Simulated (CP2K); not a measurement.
# GFN1-xTB run of CHFO (formyl fluoride)

What is the vertical singlet–triplet gap of CHFO (formyl fluoride) at GFN1-xTB? 

The results are computed with CP2K 2026.2.

3 further runs of the same task are left out: 3 set aside as unsound or not needed.

## Step 1: The structure to begin with

CHFO has 4 atoms, charge 0, and is taken as a singlet. As SMILES, `O=CF`. The coordinates come from a PBE0-D4/def2-TZVP relaxation.

Bond lengths: O1–C2 1.174 Å, C2–F3 1.336 Å, C2–H4 1.097 Å. Angles: O1–C2–F3 122.9°, O1–C2–H4 127.8°, F3–C2–H4 109.3°.

## Step 2: A single-point energy at GFN1-xTB

File job.inp:

```
&GLOBAL
 PROJECT_NAME job
 RUN_TYPE ENERGY
 PRINT_LEVEL MEDIUM
&END GLOBAL

&FORCE_EVAL
 METHOD Quickstep
 &DFT
  ! Quickstep
  &QS
   METHOD XTB
   EPS_DEFAULT 1.0E-10
   &XTB
    GFN_TYPE 1
    CHECK_ATOMIC_CHARGES F
   &END XTB
  &END QS
  &POISSON
   PERIODIC NONE
   POISSON_SOLVER ANALYTIC
  &END POISSON
  ! SCF settings
  &SCF
   SCF_GUESS ATOMIC
   EPS_SCF 1.0E-07
   MAX_SCF 30
   &OT
    MINIMIZER DIIS
    PRECONDITIONER FULL_ALL
   &END OT
   &OUTER_SCF
    EPS_SCF 1.0E-07
    MAX_SCF 8
   &END OUTER_SCF
  &END SCF
  ! extra output
  &PRINT
   &MOMENTS
    PERIODIC F
    REFERENCE COM
    MAX_MOMENT 1
   &END MOMENTS
   &MO_CUBES
    NLUMO 3
    NHOMO -1
    WRITE_CUBE F
   &END MO_CUBES
   &HIRSHFELD OFF
   &END HIRSHFELD
  &END PRINT
 &END DFT
 &SUBSYS
  ! vacuum box
  &CELL
   ABC 9.5 9.9 9.5
   PERIODIC NONE
  &END CELL
  &COORD
   O     -0.889340     0.201180     0.827740
   C     -0.046400     0.067520     0.021620
   F      0.585200    -1.091810    -0.181820
   H      0.350540     0.823120    -0.667550
  &END COORD
  &TOPOLOGY
   &CENTER_COORDINATES
   &END CENTER_COORDINATES
  &END TOPOLOGY
 &END SUBSYS
&END FORCE_EVAL
```

Run with:

```bash
$ OMP_NUM_THREADS=1 cp2k.psmp job.inp > job.out
```

Output:

```text
CP2K| version string:                                       CP2K version 2026.2
[...]
 GLOBAL| Method name                                                        CP2K
[...]
 GLOBAL| Run type                                                         ENERGY
[...]
                             - Atoms:                                          4
[...]
                             - Spherical basis functions:                     14
[...]
 Number of electrons:                                                         18
[...]
     1 OT DIIS     0.15E+00    0.0     0.37133993       -12.1531166949 -1.22E+01
[...]
    20 OT DIIS     0.15E+00    0.0     0.00000005       -12.4772201212 -7.46E-14
  *** SCF run converged in    20 steps ***
[...]
 TB_DIPOLE| Moment [Debye]          1.12853141       1.16529309      -1.58761481
 TB_DIPOLE| Derivative [a.u.]       0.00000000       0.00000000       0.00000000
[...]
 ENERGY| Total FORCE_EVAL ( QS ) energy [hartree]            -12.477220121211667
[...]
```

Wall time 0.38 s (1 thread of Arm Neoverse V2, shared host).

## Step 3: The triplet at the same level

File job.inp:

```
&FORCE_EVAL
    METHOD Quickstep
    &DFT
        MULTIPLICITY 3
        LSD T
        # Quickstep
        &QS
            METHOD XTB
            EPS_DEFAULT 1.0E-10
            &XTB
                GFN_TYPE 1
                CHECK_ATOMIC_CHARGES F
            &END XTB
        &END QS
        # no periodic images
        &POISSON
            PERIODIC NONE
            POISSON_SOLVER ANALYTIC
        &END POISSON
        # SCF settings
        &SCF
            SCF_GUESS ATOMIC
            EPS_SCF 1.0E-07
            MAX_SCF 30
            &OT
                MINIMIZER DIIS
                PRECONDITIONER FULL_ALL
            &END OT
            &OUTER_SCF
                EPS_SCF 1.0E-07
                MAX_SCF 8
            &END OUTER_SCF
        &END SCF
        # extra output
        &PRINT
            &MOMENTS
                PERIODIC F
                REFERENCE COM
                MAX_MOMENT 1
            &END MOMENTS
            &MO_CUBES
                NLUMO 3
                NHOMO -1
                WRITE_CUBE F
            &END MO_CUBES
            &HIRSHFELD OFF
            &END HIRSHFELD
        &END PRINT
    &END DFT
    # atoms, cell and kinds
    &SUBSYS
        # box in angstrom
        &CELL
            ABC 9.5 9.9 9.5
            PERIODIC NONE
        &END CELL
        &COORD
            O     -0.889340     0.201180     0.827740
            C     -0.046400     0.067520     0.021620
            F      0.585200    -1.091810    -0.181820
            H      0.350540     0.823120    -0.667550
        &END COORD
        &TOPOLOGY
            &CENTER_COORDINATES
            &END CENTER_COORDINATES
        &END TOPOLOGY
    &END SUBSYS
&END FORCE_EVAL

&GLOBAL
    PROJECT job
    RUN_TYPE ENERGY
    PRINT_LEVEL MEDIUM
&END GLOBAL
```

Run with:

```bash
$ OMP_NUM_THREADS=1 cp2k.psmp job.inp > job.out
```

Output:

```text
CP2K| version string:                                       CP2K version 2026.2
[...]
 GLOBAL| Method name                                                        CP2K
[...]
 GLOBAL| Run type                                                         ENERGY
[...]
                             - Atoms:                                          4
[...]
                             - Spherical basis functions:                     14
[...]
 Number of electrons:                                                         10
[...]
     1 OT DIIS     0.15E+00    0.0     0.13813664       -12.0067015765 -1.20E+01
[...]
    18 OT DIIS     0.15E+00    0.0     0.00000008       -12.2536568234 -2.37E-12
  *** SCF run converged in    18 steps ***
[...]
 TB_DIPOLE| Moment [Debye]          1.20343632       1.49633250      -1.78893842
 TB_DIPOLE| Derivative [a.u.]       0.00000000       0.00000000       0.00000000
[...]
 ENERGY| Total FORCE_EVAL ( QS ) energy [hartree]            -12.253656823428001
[...]
```

It took 0.48 s on 1 thread of Arm Neoverse V2, shared host.

## Step 4: Summary of results

Level: GFN1-xTB.

| quantity | value |
| --- | --- |
| singlet: total energy | -12.47722 Eh |
| singlet: dipole moment (from atomic charges alone) | 2.27 D |
| singlet: HOMO energy | -14.31 eV |
| singlet: dispersion energy | -1.21 kJ/mol |
| triplet: total energy | -12.25366 Eh |
| triplet: dipole moment (from atomic charges alone) | 2.62 D |
| triplet: HOMO energy (highest over α and β) | -7.71 eV |
| triplet: dispersion energy | -1.21 kJ/mol |
| vertical energy of the triplet above the singlet | 6.083 eV |

What this shows: The method runs without spin polarisation, so open shells lack the exchange term that lowers high spin: such gaps come out too high and can have the wrong sign. At this shape the triplet lies 6.08 eV (140 kcal/mol) above the singlet. The dipole (singlet) comes from point charges on the atoms alone, without atomic dipoles, so it is partial. The dipole (triplet) comes from point charges on the atoms alone, without atomic dipoles, so it is partial.
